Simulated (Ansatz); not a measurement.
System: phosphanylidynephosphane, P$_{2}$ (charge 0, singlet). SMILES: P#P
Geometry from a B3LYP-D3(BJ)/def2-TZVP (Ansatz, a quantum-chemistry and plane-wave program) optimisation:
```
P
P 1 1.8895
```
Charge 0, spin multiplicity 1.

Quantity: vertical ionisation energy to the doublet, in eV. Terms: each state is the SCF solution reached for its charge and spin; UHF or UKS for open shells; 6-311+G** with 5d, 6d on Na to Ar in Ansatz; spin-orbit terms left out; non-relativistic; 6-31G* and kin with 6d, 5d where marked. Ab initio and DFT rows: single points at B3LYP-D3(BJ) geometries (Ansatz).

Measured values: CCCBDB table in ASE; they hold spin-orbit and core effects. 

Value to compare with, the measured value: 10.62 eV.

```json
[
 {"level": "B3LYP/STO-3G", "program": "Ansatz", "vertical ionisation energy to the doublet (eV)": "7.45", "error": "-3.17"},
 {"level": "B3LYP/3-21G", "program": "Ansatz", "vertical ionisation energy to the doublet (eV)": "10.86", "error": "0.24"},
 {"level": "B3LYP/6-31G*", "program": "Ansatz", "vertical ionisation energy to the doublet (eV)": "10.56", "error": "-0.06"},
 {"level": "B3LYP/6-311+G**", "program": "Ansatz", "vertical ionisation energy to the doublet (eV)": "10.59", "error": "-0.03"},
 {"level": "B3LYP/def2-TZVPD", "program": "Ansatz", "vertical ionisation energy to the doublet (eV)": "10.45", "error": "-0.17"}
]
```

Among the 4 habitual levels, B3LYP/STO-3G lies farthest from the measured value (-3.17 eV); 1 of 4 lie above it, and their mean absolute error is 0.87 eV, the median 0.15. One case shows no general order.

The sets are all those run for this method; runs whose electronic state is in doubt are left out.
